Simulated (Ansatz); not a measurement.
# C₅H₉N: one species, many methods

One table from this session's results is given with a row withheld; the runs are named, their logs left out.

Program: Ansatz 0.2.0, Gaussian basis. Level of theory: functionals in def2-TZVPP, the program's frozen cores in correlated methods. These are calculated values, not measurements.

Plan: LDA (SPW92), PBE-D4, revPBE-D4, BLYP-D4, r2SCAN-D4, B97M-V, PBE0-D4, B3LYP-D4, r2SCANh-D4, r2SCAN0-D4, HSE06-D4, BHLYP-D4, CAM-B3LYP-D4, LC-ωPBE, ωB97X-V, ωB97M-V, B2PLYP, PBE-QIDH; CCSD(T)/def2-SVP; CCSD(T)/def2-TZVPP; MP2/def2-QZVPP; extrapolation to the limit; RPA on PBE.

**The relaxed structure**

An earlier PBE0-D4 in a triple-zeta def2 set relaxation fixed the geometry.

SMILES `CCC(C)C#N`, 15 atoms, charge 0, spin multiplicity 1.

Atoms are counted from 1 here; the program's logs count them from 0.

Bond lengths: C1–C2 1.517 Å, C1–H7 1.092 Å, C1–H8 1.092 Å, C1–H9 1.093 Å, C2–C3 1.532 Å, C2–H10 1.095 Å, C2–H11 1.094 Å, C3–C4 1.527 Å, C3–C5 1.460 Å, C3–H12 1.097 Å, C4–H13 1.091 Å, C4–H14 1.092 Å, C4–H15 1.092 Å, C5–N6 1.150 Å. Angles: C2–C1–H7 110.9°, C2–C1–H8 111.2°, C2–C1–H9 111.2°, H7–C1–H8 107.8°, H7–C1–H9 107.7°, H8–C1–H9 107.8°, C1–C2–C3 113.7°, C1–C2–H10 110.3°, C1–C2–H11 110.3°, C3–C2–H10 108.5°, C3–C2–H11 107.1°, H10–C2–H11 106.6°, C2–C3–C4 112.3°, C2–C3–C5 110.5°, C2–C3–H12 108.3°, C4–C3–C5 110.3°, C4–C3–H12 109.0°, C5–C3–H12 106.3° and more.

Set-up of the first run:

File in.yaml:

```yaml
crystal:
  periodic: [false, false, false]
  atoms:
    - {symbol: C, position_ang: [-1.582997, -0.630118, 1.013730]}
    - {symbol: C, position_ang: [-0.677415, -0.544823, -0.200113]}
    - {symbol: C, position_ang: [0.645217, 0.181460, 0.067434]}
    - {symbol: C, position_ang: [1.567322, 0.173831, -1.149746]}
    - {symbol: C, position_ang: [0.395383, 1.552358, 0.504050]}
    - {symbol: N, position_ang: [0.188579, 2.635206, 0.831535]}
    - {symbol: H, position_ang: [-2.505269, -1.162559, 0.774214]}
    - {symbol: H, position_ang: [-1.854825, 0.364333, 1.375196]}
    - {symbol: H, position_ang: [-1.094762, -1.162506, 1.834615]}
    - {symbol: H, position_ang: [-1.191999, -0.038398, -1.022784]}
    - {symbol: H, position_ang: [-0.427486, -1.548558, -0.557704]}
    - {symbol: H, position_ang: [1.151807, -0.320009, 0.901329]}
    - {symbol: H, position_ang: [2.507226, 0.685682, -0.940071]}
    - {symbol: H, position_ang: [1.089997, 0.670361, -1.996749]}
    - {symbol: H, position_ang: [1.789240, -0.856258, -1.434947]}
basis:
  gaussian: {orbitals: def2-TZVPP}
hamiltonian: {xc: lda}
output: {orbitals: {seedname: orbitals}}
```

The run is started by

```sh
> ansatz run in.yaml --threads 2 --pin off --events-out ev --progress --plain --max-ram 32768MiB --backend cuda --devices 0, --max-vram 18GiB
```

Among the steps run: LDA; PBE-D4 (GGA); revPBE-D4 (GGA); BLYP-D4 (GGA); r2SCAN-D4 (meta-GGA); B97M-V (meta-GGA); PBE0-D4 (hybrid); B3LYP-D4 (hybrid); r2SCANh-D4 (hybrid); r2SCAN0-D4 (hybrid); HSE06-D4 (hybrid); BHLYP-D4 (hybrid); CAM-B3LYP-D4 (range-separated); LC-ωPBE (range-separated); ωB97X-V (range-separated); ωB97M-V (range-separated); B2PLYP (double hybrid); PBE-QIDH (double hybrid).

One table of the session follows, with a row left open; its other results are not shown here.

It belongs to the step «Orbital energies across the functionals». 

```
  functional  HOMO (eV)  LUMO (eV)  gap (eV)
 LDA (SPW92)      -7.97      -0.64      7.33
      PBE-D4      -7.80      -0.41      7.39
   revPBE-D4          ?          ?         ?
     BLYP-D4      -7.68      -0.35      7.33
   r2SCAN-D4      -8.07       0.00      8.07
      B97M-V      -8.10      -0.19      7.92
     PBE0-D4      -9.14       0.52      9.65
    B3LYP-D4      -8.91       0.21      9.12
  r2SCANh-D4      -8.57       0.35      8.92
  r2SCAN0-D4      -9.32       0.83     10.15
    HSE06-D4      -8.73       0.14      8.87
    BHLYP-D4     -10.37       1.24     11.61
CAM-B3LYP-D4     -10.57       1.38     11.95
     LC-ωPBE     -11.97       2.68     14.65
     ωB97X-V     -11.58       2.47     14.05
     ωB97M-V     -11.46       2.10     13.56
```

Q: Estimate the row for revPBE-D4 from the others.

The run gave: HOMO (eV): -7.73; LUMO (eV): -0.31; gap (eV): 7.43. In the column «HOMO (eV)» it lies between PBE-D4 (-7.80) and BLYP-D4 (-7.68).
